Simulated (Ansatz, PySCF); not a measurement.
Reaction (SMILES): [CH2][SiH3] → [CH2-][SiH3] (an electron is taken up)
Each molecule is optimised on its own at B3LYP-D3(BJ)/def2-TZVP (Ansatz, a program for electronic structure).

Wanted: adiabatic electron affinity (0 K, with B3LYP-D3(BJ) harmonic zero-point energies from PySCF), positive where the reaction releases energy, in eV. Cores are frozen in the correlated levels unless marked. UHF or UKS for open shells. Spin-orbit coupling is left out. Non-relativistic. Anions need diffuse functions: def2-D sets add few; the other sets have none. CBS(X,Y): correlation extrapolated as X^-3; Hartree-Fock from the larger set. [CCSD(T)-MP2]/basis is that difference in the basis named.

```json
[
 {"level": "HF/def2-TZVPD", "program": "PySCF", "adiabatic electron affinity (eV)": "-0.53"},
 {"level": "PBE-D4/def2-TZVPD", "program": "Ansatz + dftd4", "adiabatic electron affinity (eV)": "1.07"}
]
```

Q: What does RI-MP2/CBS(def2-TZVPPD,def2-QZVPPD)+[CCSD(T)-MP2]/def2-TZVPPD (Ansatz) give?

A: 1.05 eV, so PBE-D4/def2-TZVPD differs from it by 0.02 eV.
